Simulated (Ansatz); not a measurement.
Rutile SnO2, treated with rVV10 in Ansatz (plane waves, PAW).

Numerical settings: plane-wave cutoff 520 eV, 8×8×10 k mesh (along the axes of the cell as run), Fermi–Dirac smearing 0.01 eV, scalar-relativistic PAW data made under PBE.

Shape and atoms are relaxed at each volume.

Pressure at four volumes; x = ln(V/12.705 Å³). One pressure is withheld.

| V (Å³/atom) | x | P (GPa) |
|---|---|---|
| 12.196 | -0.0409 | ? |
| 12.450 | -0.0203 | 3.59 |
| 12.705 | 0.0000 | 0.01 |
| 13.213 | 0.0392 | -5.90 |

Problem. Pass a parabola P(x) through the three rows shown, estimate the bulk modulus and its pressure derivative near zero pressure, and predict the withheld pressure.

Solution. Slopes between the rows: (0.01 − (3.59))/(0.0000 − (-0.0203)) = -176.35 and (-5.90 − (0.01))/(0.0392 − (0.0000)) = -150.77 GPa. Their difference over the span 0.0595 is c = 25.58/0.0595 = 429.9 GPa, so P(x) = 3.59 + (-176.35)(x − (-0.0203)) + 429.9 (x − (-0.0203))(x − (0.0000)). At the middle row B = −dP/dx = −[-176.35 + 429.9 × 0.0203] = 167.6 GPa, and B′ = dB/dP = 2c/B = 5.1. At x = -0.0409 the parabola gives 7.59 GPa; the run gives 7.65 GPa. The Birch–Murnaghan fit to the energies at all volumes has B0 = 168 GPa and B′ = 5.4.

Measured, for comparison: bulk modulus 212 GPa (temperature not stated, no zero-point or thermal correction, from measured elastic constants; as tabulated in Toher et al. (2017), arXiv:1611.05714). Computed (rounded) less measured: bulk modulus -21 %.

Note: the bulk modulus comes from volumes at which shape and atoms were relaxed.

Spin–orbit coupling is not included.

Ansatz is an electronic-structure program.
